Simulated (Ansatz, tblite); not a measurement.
# BH2Cl: rung by rung

Aim: run the singlet of BH2Cl at one geometry on many levels, and compare frontier levels, spin and run time.

Program: Ansatz 0.2.0, Gaussian basis. Level of theory: as each input shows. These are calculated values, not measurements.

The runs, in order: GFN1-xTB, GFN2-xTB, PBE-D4/def2-TZVP, r2SCAN-D4/def2-TZVP, B3LYP-D4/def2-TZVP, HSE06-D4/def2-TZVP, revPBE-D4/def2-TZVP, LC-ωPBE/def2-TZVP, LDA/def2-TZVP, B2PLYP/def2-TZVP, CAM-B3LYP-D4/def2-TZVP, PBE-D4/def2-SVP, PBE0-D4/def2-SVP, HF/STO-3G, HF/6-31G, B3LYP-D4/6-31G, PBE0-D4/def2-TZVPD, PBE-D4/def2-TZVPD, r2SCAN-D4/def2-TZVPD, CCSD(T)/def2-TZVPP, MP2/def2-TZVP, RPA/def2-TZVP, CCSD(T)/def2-TZVPD.

### 1 The structure

The geometry is that of the singlet, from an earlier relaxation (PBE0-D4/def2-TZVP).

4 atoms, charge 0, spin multiplicity 1.

Bond lengths: B1–H2 1.190 Å, B1–H3 1.190 Å, B1–Cl4 1.733 Å. Angles: H2–B1–H3 123.7°, H2–B1–Cl4 118.2°, H3–B1–Cl4 118.2°.

PBE0-D4/def2-TZVP was run before; its log isn't repeated, and its numbers join the tables.

### 2 GFN1-xTB

Tight binding, by tblite at 300 K electronic temperature and without a spin-polarisation term:

```python
tblite.interface.Calculator('GFN1-xTB', numbers, positions, charge=0, uhf=0).singlepoint()
```

Energy -182.8789 eV, HOMO -12.10 eV, LUMO -7.72 eV; 0.002 s.

### 3 GFN2-xTB

Tight binding, by tblite at 300 K electronic temperature and without a spin-polarisation term:

```python
tblite.interface.Calculator('GFN2-xTB', numbers, positions, charge=0, uhf=0).singlepoint()
```

Energy -185.7313 eV, HOMO -11.37 eV, LUMO -7.69 eV; 0.002 s.

### 4 PBE-D4/def2-TZVP

start.molden holds the orbitals of an earlier run on this state, given as this run's starting guess.

The input, in.yaml:

```yaml
crystal:
  periodic: [false, false, false]
  atoms:
    - {symbol: B, position_ang: [0.078899, 0.130304, -0.000447]}
    - {symbol: H, position_ang: [1.267451, 0.067596, 0.016021]}
    - {symbol: H, position_ang: [-0.527568, 1.154366, -0.019312]}
    - {symbol: Cl, position_ang: [-0.818792, -1.352277, 0.003749]}
basis:
  gaussian: {orbitals: def2-TZVP, initial_orbitals: start.molden}
hamiltonian: {xc: pbe, dispersion: d4}
scf: {omitted_lower_state_checks: [starts]}
output: {orbitals: {seedname: orbitals}}
```

The run is started by

```
ansatz run in.yaml --threads 4 --pin off --events-out ev --progress --plain --max-ram 3916MiB
```

The runs that follow: r2SCAN-D4/def2-TZVP; B3LYP-D4/def2-TZVP; HSE06-D4/def2-TZVP; revPBE-D4/def2-TZVP; LC-ωPBE/def2-TZVP; LDA/def2-TZVP; B2PLYP/def2-TZVP; CAM-B3LYP-D4/def2-TZVP; PBE-D4/def2-SVP; PBE0-D4/def2-SVP; HF/STO-3G; HF/6-31G; B3LYP-D4/6-31G; PBE0-D4/def2-TZVPD; PBE-D4/def2-TZVPD; r2SCAN-D4/def2-TZVPD; CCSD(T)/def2-TZVPP; MP2/def2-TZVP; RPA/def2-TZVP; CCSD(T)/def2-TZVPD.

**Question.** What will the summary of the whole plan be? Wanted: gap in def2-TZVP, named functionals, smallest and largest; correlation energy, CCSD(T)/def2-TZVPP; correlation energy, MP2/def2-TZVP; correlation energy, CCSD(T)/def2-TZVPD; binding an atom, CCSD(T)/def2-TZVPP; PBE0 total energy, smallest basis above largest.

As calculated:

| quantity | value |
| --- | --- |
| gap in def2-TZVP, named functionals, smallest and largest | 4.22 eV (LDA), 11.97 eV (LC-ωPBE) |
| correlation energy, CCSD(T)/def2-TZVPP | -9.18 eV |
| correlation energy, MP2/def2-TZVP | -7.79 eV |
| correlation energy, CCSD(T)/def2-TZVPD | -9.04 eV |
| binding an atom, CCSD(T)/def2-TZVPP | 3.168 eV |
| PBE0 total energy, smallest basis above largest | 5.08 eV (def2-SVP, def2-TZVPD) |

**Reading.** Over the named functionals in def2-TZVP the gap runs from 4.22 eV (LDA) to 11.97 eV (LC-ωPBE); exact exchange widens it. A small miss in a minimal or small basis is a cancelling of errors, not accuracy. The functionals in def2-TZVP miss CCSD(T)/def2-TZVPP by +0.046 (revPBE-D4) to +0.449 eV (LDA) an atom. CCSD(T)/def2-TZVPP isn't at the basis-set limit; small misses against it rank nothing.
